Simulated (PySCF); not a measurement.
H2N, SMILES `[NH2]` (charge 0, multiplicity 2)

The numbers are results of TPSS-D3(BJ)/def2-TZVP // TPSS-D3(BJ)/def2-SVP (PySCF 2.14.0), not measurements.

```
Property                                               Result
-----------------------------  ------------------------------
highest occupied spin orbital                        -7.32 eV
dipole moment                                          1.91 D
total energy                                      -55.9098 Ha
cost                           around 22 core-seconds (rough)
```

```xyz
3

N     -0.0018     0.4444     0.0000
H      0.8055    -0.2187     0.0000
H     -0.8037    -0.2252     0.0000
```
Charge 0, spin multiplicity 2.
